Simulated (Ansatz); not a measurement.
For zinc-blende InSb, BLYP (Ansatz, an electronic-structure program, PAW) gives:

| Property | Value |
|---|---|
| equilibrium lattice constant a | 6.785 Å |
| bulk modulus | 29.3 GPa |
| cohesive energy | 2.25 eV/atom |
| band gap at the measured cell | 0.00 eV |

Q: What does HSE06 (Ansatz, plane waves, PAW) give for the same quantities?

A: 
- lattice constant a: 6.546 Å (drops by 3.5 %)
- bulk modulus: 44.0 GPa (increases by 50 %)
- cohesive energy: 2.63 eV/atom (rises by 0.38 eV/atom)
- band gap at the measured cell: 0.48 eV (rises by 0.48 eV)

For comparison: lattice constant a 6.468 Å (measured, static lattice: zero-point anharmonic expansion removed; as tabulated in Mejia-Rodriguez and Trickey (2018), arXiv:1807.09216); bulk modulus 46.1 GPa (measured, 0 K value with the zero-point phonon effect removed; as tabulated in Mejia-Rodriguez and Trickey (2018), arXiv:1807.09216); band gap 0.26 eV (measured, zero-point shift of 0.02 eV (the table's estimate, ZP (est)) added back here, E0, Γ; inputs from arXiv:2302.06325).

Changes are worked out from the printed values.

Unless a cell is named, each level is at its own relaxed cell (BLYP 39.04, HSE06 35.07 Å³/atom).

Levels without +SOC leave out spin–orbit coupling, which shifts energies and cells of such heavy elements.

Spin–orbit coupling is included only where a level's name says +SOC; with heavier elements it mostly lowers gaps and can invert bands. A gap of zero means that the bands touch or overlap. Density-functional gaps are differences of (generalised) Kohn–Sham levels.

Caveats: the cell is over a tenth larger than the published one: the level's own overestimate first of all, though another phase or state, or a fault of the published cell, is possible (BLYP). Ansatz's density-functional and Hartree–Fock values are scalar-relativistic unless marked +SOC, with PAW data made under PBE.
